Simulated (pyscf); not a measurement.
Single points on ωB97X-D3(BJ)/def2-SVP structures (PySCF, gas phase). Correlated levels are frozen-core, on RHF or UHF. ΔMP2 is the change of the MP2 total energy from the triple- to the quadruple-zeta basis.

### Question
List the bond dissociation enthalpies at 298 K of H₃C–AlH–Cl (SMILES [CH3][AlH][Cl]) from CCSD(T)/def2-TZVPP + ΔMP2(QZVPP), from the weakest bond up.

### Answer
Al–C to CH₃• + [HAl–Cl]•: 3.58 eV; Al–H to [H₃C–Al–Cl]• + H•: 3.67 eV; C–H to •H₂C–AlH–Cl + H•: 4.26 eV; Al–Cl to [H₃C–AlH]• + Cl•: 5.27 eV. Ring and multiple bonds, and those that leave no two simple radicals, are not listed. The radicals are drawn with the spin at the cut bond; how far it spreads was not checked. •H₂C–AlH–Cl lies 0.71 eV over its isomer [H₃C–Al–Cl]•, and others may lie lower still (electronic energy, ωB97M-D3(BJ)). Other isomers of [H₃C–AlH]•, [H₃C–Al–Cl]• were not searched in full and may lie lower. The CCSD(T) − MP2 part came from Ansatz, without density fitting, on the same reference. Left out: the spin-orbit lowering of Cl.
